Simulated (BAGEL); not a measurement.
**CHClFN (SMILES [H]/N=C(/F)Cl), step by step**

Wanted: the energy (HF/6-31G), then the energy (NEVPT2(2,2)/6-31G), then energy and forces (CASSCF(2,2)/6-31G) of CHClFN. 

Program for the calculation: BAGEL 1.2.2.

**1. The structure to begin with**

The species is CHClFN (5 atoms), meant as a singlet with charge 0. SMILES: `[H]/N=C(/F)Cl`. Geometry: relaxed at PBE0-D4/def2-TZVP.

Bond lengths: N1–C2 1.237 Å, C2–F3 1.314 Å, C2–Cl4 1.729 Å, N1–H5 1.013 Å. Angles: N1–C2–F3 121.4°, N1–C2–Cl4 128.7°, F3–C2–Cl4 110.0°, C2–N1–H5 112.7°.

**2. The energy at HF/6-31G (density fitting with svp-jkfit) (run 1)**

job.json

```json
{ "bagel" : [

{
  "title" : "molecule",
  "basis" : "6-31g",
  "df_basis" : "svp-jkfit",
  "angstrom" : "false",
  "geometry" : [
    { "atom" : "N", "xyz" : [     0.60679106,     1.77728742,     0.51854085 ] },
    { "atom" : "C", "xyz" : [     0.26059323,    -0.51891879,     0.24282981 ] },
    { "atom" : "F", "xyz" : [     1.53124508,    -2.18716902,     1.57244111 ] },
    { "atom" : "Cl", "xyz" : [    -1.80185386,    -2.04411675,    -1.78238968 ] },
    { "atom" : "H", "xyz" : [    -0.50266715,     2.83383330,    -0.62984572 ] }
  ]
},

{
  "title" : "hf"
},

{
  "title" : "print",
  "file" : "orbitals.molden",
  "orbitals" : "true"
}

]}
```

The run is started by

```console
BAGEL_NUM_THREADS=1 BAGEL job.json > job.out
```

What it wrote:

```text
* using 1 threads per process

  ===============================================================
  ===============================================================

  *** Geometry ***

  { "atom" : "N", "xyz" : [      0.606791,      1.777287,      0.518541 ] },
  { "atom" : "C", "xyz" : [      0.260593,     -0.518919,      0.242830 ] },
  { "atom" : "F", "xyz" : [      1.531245,     -2.187169,      1.572441 ] },
  { "atom" : "Cl", "xyz" : [     -1.801854,     -2.044117,     -1.782390 ] },
  { "atom" : "H", "xyz" : [     -0.502667,      2.833833,     -0.629846 ] },

  Number of auxiliary basis functions:      375

  Since a DF basis is specified, we compute 2- and 3-index integrals:
    o Being stored without compression. Storage requirement is 0.005 GB

  Number of basis functions:       42
  Number of electrons      :       40

    * METHOD: MOLECULE                             0.11

  *** RHF ***

  === Nuclear Repulsion ===
   151.8811509289

      * DIIS with orbital gradients will be used.

  === RHF iteration (6-31g) ===
      0       -651.49118978          0.03222457           0.02
      1       -651.59886163          0.02358067           0.02
      2       -651.67563323          0.00213272           0.02
      3       -651.67762302          0.00122631           0.02
      4       -651.67804070          0.00038255           0.02
      5       -651.67815356          0.00012724           0.02
      6       -651.67816451          0.00003719           0.02
      7       -651.67816515          0.00001131           0.02
      8       -651.67816520          0.00000375           0.02
      9       -651.67816520          0.00000192           0.02
     10       -651.67816520          0.00000065           0.02
     11       -651.67816520          0.00000018           0.02
     12       -651.67816520          0.00000008           0.02
     13       -651.67816520          0.00000002           0.02
     14       -651.67816520          0.00000001           0.02
    * SCF iteration converged.

    * Permanent dipole moment:
           (    0.652343,    -0.299300,     0.665086) a.u.

    * METHOD: HF                                   0.32

    * METHOD: PRINT                                0.01

  ===============================================================
```

Wall time 0.56 s (1 thread of Arm Neoverse V1, shared host); peak memory 0.14 GiB.

**3. A single-point energy at NEVPT2(2,2)/6-31G (density fitting with svp-jkfit, 2 states averaged) (run 2)**

input.json

```json
{ "bagel" : [

{
  "title" : "molecule",
  "basis" : "6-31g",
  "df_basis" : "svp-jkfit",
  "geometry" : [
    { "atom" : "N", "xyz" : [     0.60679106,     1.77728742,     0.51854085 ] },
    { "atom" : "C", "xyz" : [     0.26059323,    -0.51891879,     0.24282981 ] },
    { "atom" : "F", "xyz" : [     1.53124508,    -2.18716902,     1.57244111 ] },
    { "atom" : "Cl", "xyz" : [    -1.80185386,    -2.04411675,    -1.78238968 ] },
    { "atom" : "H", "xyz" : [    -0.50266715,     2.83383330,    -0.62984572 ] }
  ]
},

{
  "title" : "hf"
},

{
  "title" : "nevpt2",
  "nstate" : 2,
  "nact" : 2,
  "nclosed" : 19,
  "active" : [20, 21],
  "maxiter" : 200,
  "natocc" : true,
  "canonical" : true,
  "maxiter_micro" : 10,
  "istate" : 0
}

]}
```

The run is started by

```console
BAGEL_NUM_THREADS=1 BAGEL input.json > input.out
```

What it wrote:

```text
* using 1 threads per process

  ===============================================================
  ===============================================================

  *** Geometry ***

  { "atom" : "N", "xyz" : [      0.606791,      1.777287,      0.518541 ] },
  { "atom" : "C", "xyz" : [      0.260593,     -0.518919,      0.242830 ] },
  { "atom" : "F", "xyz" : [      1.531245,     -2.187169,      1.572441 ] },
  { "atom" : "Cl", "xyz" : [     -1.801854,     -2.044117,     -1.782390 ] },
  { "atom" : "H", "xyz" : [     -0.502667,      2.833833,     -0.629846 ] },

  Number of auxiliary basis functions:      375

  Since a DF basis is specified, we compute 2- and 3-index integrals:
    o Being stored without compression. Storage requirement is 0.005 GB

  Number of basis functions:       42
  Number of electrons      :       40

    * METHOD: MOLECULE                             0.10

  *** RHF ***

  === Nuclear Repulsion ===
   151.8811509289

      * DIIS with orbital gradients will be used.

  === RHF iteration (6-31g) ===
      0       -651.49118978          0.03222457           0.02
      1       -651.59886163          0.02358067           0.02
      2       -651.67563323          0.00213272           0.02
      3       -651.67762302          0.00122631           0.02
      4       -651.67804070          0.00038255           0.02
      5       -651.67815356          0.00012724           0.02
      6       -651.67816451          0.00003719           0.02
      7       -651.67816515          0.00001131           0.02
      8       -651.67816520          0.00000375           0.02
      9       -651.67816520          0.00000192           0.02
     10       -651.67816520          0.00000065           0.02
     11       -651.67816520          0.00000018           0.02
     12       -651.67816520          0.00000008           0.02
     13       -651.67816520          0.00000002           0.02
     14       -651.67816520          0.00000001           0.02
    * SCF iteration converged.

    * Permanent dipole moment:
           (    0.652343,    -0.299300,     0.665086) a.u.

    * METHOD: HF                                   0.32

    * freezing 8 orbitals
  ---------------------------
      CASSCF calculation
  ---------------------------

    ==== Active orbitals : =====
         Orbital 20
         Orbital 21
    ============================

    * nstate   :      2
    * nclosed  :     19
    * nact     :      2
    * nvirt    :     21
  === CASSCF iteration (6-31g) ===

    * Using the second-order algorithm

      0  0      -651.68794500     1.05e-02      0.01
      0  1      -651.26967708     0.00e+00      0.01

  ERROR: EXCEPTION RAISED:  max size reached in AugHess
```

Wall time 0.64 s (1 thread of Arm Neoverse V1, shared host); peak memory 0.14 GiB.

No converged result was reached.

**4. Energy and gradient at CASSCF(2,2)/6-31G (density fitting with svp-jkfit) (run 3)**

job.json

```json
{ "bagel" : [

{
  "title" : "molecule",
  "basis" : "6-31g",
  "df_basis" : "svp-jkfit",
  "geometry" : [
    { "atom" : "N", "xyz" : [  0.60679106,  1.77728742,  0.51854085 ] },
    { "atom" : "C", "xyz" : [  0.26059323, -0.51891879,  0.24282981 ] },
    { "atom" : "F", "xyz" : [  1.53124508, -2.18716902,  1.57244111 ] },
    { "atom" : "Cl", "xyz" : [ -1.80185386, -2.04411675, -1.78238968 ] },
    { "atom" : "H", "xyz" : [ -0.50266715,  2.83383330, -0.62984572 ] }
  ]
},
{
  "title" : "hf"
},
{
  "title" : "force",
  "method" : [
    {
      "title" : "casscf",
      "nstate" : 1,
      "nact" : 2,
      "nclosed" : 19,
      "active" : [20, 21],
      "maxiter" : 200,
      "natocc" : "true"
    }
  ]
}

]}
```

The run is started by

```console
BAGEL_NUM_THREADS=1 BAGEL job.json > job.out
```

What it wrote:

```text
* using 1 threads per process

  ===============================================================
  ===============================================================

  *** Geometry ***

  { "atom" : "N", "xyz" : [      0.606791,      1.777287,      0.518541 ] },
  { "atom" : "C", "xyz" : [      0.260593,     -0.518919,      0.242830 ] },
  { "atom" : "F", "xyz" : [      1.531245,     -2.187169,      1.572441 ] },
  { "atom" : "Cl", "xyz" : [     -1.801854,     -2.044117,     -1.782390 ] },
  { "atom" : "H", "xyz" : [     -0.502667,      2.833833,     -0.629846 ] },

  Number of auxiliary basis functions:      375

  Since a DF basis is specified, we compute 2- and 3-index integrals:
    o Being stored without compression. Storage requirement is 0.005 GB

[... 18 lines left out ...]
    * SCF iteration converged.
[... 1 line left out ...]
    * Permanent dipole moment:
[... 28 lines left out ...]
    * Second-order optimization converged. *
[... 3 lines left out ...]
  === FCI iteration ===

      0  0      -651.67680872     8.31e-02      0.00
      1  0      -651.71145212     7.23e-03      0.00
      2  0 *    -651.71182881     1.23e-15      0.00

     * ci vector, state   0, <S^2> = 0.0000
       2.     0.9784374173
       .2    -0.2065435075

  * Nuclear energy gradient

    o Atom   0
        x          0.0108621994
        y         -0.0248339112
        z          0.0116956076
    o Atom   1
        x         -0.0025620129
        y         -0.0077269924
        z         -0.0023268746
    o Atom   2
        x         -0.0214465961
        y          0.0241988193
        z         -0.0223196556
    o Atom   3
        x          0.0218139560
        y          0.0133768127
        z          0.0215045748
    o Atom   4
        x         -0.0086675465
        y         -0.0050147284
        z         -0.0085536523
  * Gradient computed with                              0.81

    * METHOD: FORCE                                1.86

  ===============================================================
```

It took 2.4 s on 1 thread of Arm Neoverse V1, shared host; peak memory 0.14 GiB.

**5. What came out**

```
                                          quantity                      value
                     run 1, HF/6-31G: total energy              -651.67817 Eh
                    run 1, HF/6-31G: dipole moment                     2.49 D
                      run 1, HF/6-31G: HOMO energy                  -12.55 eV
                      run 1, HF/6-31G: LUMO energy                    3.79 eV
                    run 1, HF/6-31G: HOMO–LUMO gap                   16.34 eV
            run 3, CASSCF(2,2)/6-31G: total energy              -651.71183 Eh
run 3, CASSCF(2,2)/6-31G: largest force on an atom                 2.020 eV/Å
                          run 2, NEVPT2(2,2)/6-31G  no result (not converged)
```

What this shows: The largest force (run 3, CASSCF(2,2)/6-31G) is 2.02 eV/Å: the shape isn't a stationary point for this species at this level. 1 of the 3 runs did not end normally.
